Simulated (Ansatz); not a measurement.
Diamond was calculated with revPBE (Ansatz, a program for electronic structure, PAW).

The input as run:

Ansatz 0.2 input:
```yaml
crystal:
  lattice:
    - [0.0, 1.7801097187, 1.7801097187]
    - [1.7801097187, 0.0, 1.7801097187]
    - [1.7801097187, 1.7801097187, 0.0]
  atoms:
    - { symbol: C, position: [0.0, 0.0, 0.0] }
    - { symbol: C, position: [0.25, 0.25, 0.25] }
basis:
  ecutwfc: 520
  ecutrho_ratio: 4
  xc_grid: 2
kpoints:
  mp_grid: { grid: [16, 16, 16] }
hamiltonian:
  xc: revpbe
  dispersion: none
  pseudopotentials: { kind: paw }
scf:
  occupations: { method: fermi_dirac, width: 0.01 }
  convergence: { dr2_threshold: 0.0000000002 }
output:
  forces: true
  stress: true
  eigenvalues: true
```

The run printed, among other lines:

```
Crystal: 2 atoms, lattice volume = 11.282 Å³
Basis set: ecut = 520 eV, 307 PW (Γ), exchange–correlation on 40×40×40 points (8 copies of the dense FFT grid, shifted against one another)
Bands: 8, of which v1, the nominal top of the filled ones, is band 4 counted from 1 (3 counted from 0)
Symmetry: 48 space group operations
Space group: Fd-3m (ITA 227), of the structure as read, at distance tolerance 2.2e-5 Å
k-points: 145 of 4096
Functional: x = revpbe(κ = 1.245, μ = 0.2195149727645171), c = pbe(β = 0.06672455060314922)
SCF iter   1: F=—  HF=-503.416139 eV  |F-HF|=—  |Δ(HF+E_count)|=         —  Δρ=2.75e-3  dr2=1.93e-4
SCF iter   2: F=—  HF=-503.416396 eV  |F-HF|=—  |Δ(HF+E_count)|=   2.57e-4  Δρ=1.35e-3  dr2=4.53e-5
  ...
SCF iter   5: F=—  HF=-503.416478 eV  |F-HF|=—  |Δ(HF+E_count)|=   2.33e-8  Δρ=3.15e-6  dr2=5.11e-10
SCF iter   6: F=-503.416478 eV  HF=-503.416478 eV  |F-HF|=6.31e-12  |Δ(HF+E_count)|=  1.23e-10  Δρ=6.07e-7  dr2=2.01e-11
SCF 1 converged in 6 iterations: F = -503.416478 eV  dr2 = 2.01e-11
SCF converged after 6 iterations
Free energy (F): -503.416478 eV
Internal energy: -503.416478 eV  (E = F + TS)
E sigma→0 (E₀):  -503.416478 eV
Fermi energy:    15.578061 eV
--- Forces (eV/Å), atoms counted from 1 ---
  atom   1  C     -0.00000000     0.00000000     0.00000000
  atom   2  C     -0.00000000     0.00000000    -0.00000000
--- Stress (GPa, compression-positive) ---
        8.922800       0.000000      -0.000000
        0.000000       8.922800      -0.000000
       -0.000000       0.000000       8.922800
  P = ⅓ Tr σ = 8.9228 GPa (89.228 kbar)
```

The cell is one volume of an energy–volume scan, off the minimum.

The PAW data were made under PBE.
